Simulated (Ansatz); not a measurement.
in.yaml

```yaml
crystal:
  periodic: [false, false, false]
  atoms:
    - {symbol: H, position_ang: [0.000000, 0.000000, -1.184333]}
    - {symbol: H, position_ang: [0.000000, 0.000000, -0.354333]}
    - {symbol: S, position_ang: [0.000000, 0.000000, 1.538667]}
basis:
  gaussian: {orbitals: 6-31G}
magnetization: {spin_polarized: false, initial_magnetization: 2}
hamiltonian: {xc: {name: PBE0}}
correlation: {method: ccsdt_q, electrons: valence}
scf: {omitted_lower_state_checks: [cluster_reference]}
```

```sh
$ ansatz run in.yaml --threads 1 --pin off --events-out ev --progress --plain --max-ram 2393MiB
```

Roughly how long does this take on 1 thread of AMD EPYC 7R43, shared host, and how much host memory?

3.8 s wall and 0.12 GiB.

```
these checks for a lower state are left out or cut short: cluster_reference
323 factors; integrals over basis functions are off by at most 6.3e-8 eV
mean field evaluation 1: about -10859.8686 eV, gradient 2.4e0 eV
mean field evaluation 2: about -10859.8660 eV, gradient 2.4e0 eV
mean field evaluation 4: about -10859.9195 eV, gradient 4.0e-1 eV
mean field evaluation 8: about -10859.9205 eV, gradient 4.4e-3 eV
mean field evaluation 16: about -10859.9186 eV, gradient 2.2e-1 eV
mean field -10859.92047596 eV, -399.0947163732 hartree, gradient 2.9e-6 eV, S^2 2.000000; 2 other end points of the search recorded, 0 dependent functions left out
5 core orbitals not correlated: weight in the atoms' cores, before any rotation towards them, 1.000 or more for the frozen orbitals, at most 0.000 for the correlated occupied ones
reference -10845.49684140 eV, -398.5646575798 hartree; 5, 3 occupied and 7, 9 virtual orbitals, 323 factors
second order -1.09757203 eV of doubles, -0.10978745 eV of singles
cycle   1  -1.46901978 eV  change   -2.6e-1 eV  update   4.0e-2
cycle   2  -1.59668257 eV  change   -1.3e-1 eV  update   1.5e-2
cycle   3  -1.60126727 eV  change   -4.6e-3 eV  update   3.2e-3
cycle   4  -1.60225240 eV  change   -9.9e-4 eV  update   1.4e-3
cycle   5  -1.60237596 eV  change   -1.2e-4 eV  update   6.5e-4
cycle   6  -1.60242008 eV  change   -4.4e-5 eV  update   2.0e-4
cycle   7  -1.60250215 eV  change   -8.2e-5 eV  update   7.8e-5
cycle   8  -1.60250598 eV  change   -3.8e-6 eV  update   3.3e-5
cycle   9  -1.60249347 eV  change    1.3e-5 eV  update   9.0e-6
cycle  10  -1.60249313 eV  change    3.4e-7 eV  update   3.2e-6
cycle  11  -1.60249295 eV  change    1.8e-7 eV  update   1.3e-6
cycle  12  -1.60249332 eV  change   -3.7e-7 eV  update   4.7e-7
perturbative correction 0.00006595 eV, 0.0000024236 hartree
Total energy: -10847.09926878 eV, -398.6235456996 hartree
Checks for a lower state left out: cluster_reference
```
